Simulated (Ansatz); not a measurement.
The parent structure is Rh in the fcc (Cu type) structure (space group Fm-3m, No. 225).

```cif
data_Rh4
_chemical_formula_sum 'Rh4'
_space_group_name_H-M_alt 'Fm-3m'
_space_group_IT_number 225
_space_group_name_Hall '-F 4 2 3'
_cell_length_a 3.80000
_cell_length_b 3.80000
_cell_length_c 3.80000
_cell_angle_alpha 90.000
_cell_angle_beta 90.000
_cell_angle_gamma 90.000
loop_
_atom_site_label
_atom_site_type_symbol
_atom_site_symmetry_multiplicity
_atom_site_Wyckoff_symbol
_atom_site_fract_x
_atom_site_fract_y
_atom_site_fract_z
_atom_site_occupancy
Rh1 Rh 4 a 0.00000 0.00000 0.00000 1
```
(The calculation used a cell of 1 atom; values per cell refer to that cell.)

Computed with Ansatz (a quantum-chemistry and plane-wave program), r2SCAN, PAW, cutoff 500 eV, no SOC.

Modification: full substitution Rh → Ir, then cell and atoms are relaxed.

Measured lattice parameter a: Rh 3.794 Å (static lattice; corrected from measurement; as listed in Daniel Mejia-Rodriguez, S. B. Trickey, Phys. Rev. B (2018)); Ir 3.831 Å (static lattice; corrected from measurement; as listed in Daniel Mejia-Rodriguez, S. B. Trickey, Phys. Rev. B (2018)).

Task: How well does r2SCAN reproduce the measured shift?

Result: With r2SCAN the lattice parameter a moves by +0.044 Å (3.800 → 3.844) against +0.037 Å measured.

Whether these cells are dynamically stable was not tested. All final runs are without spin polarisation.
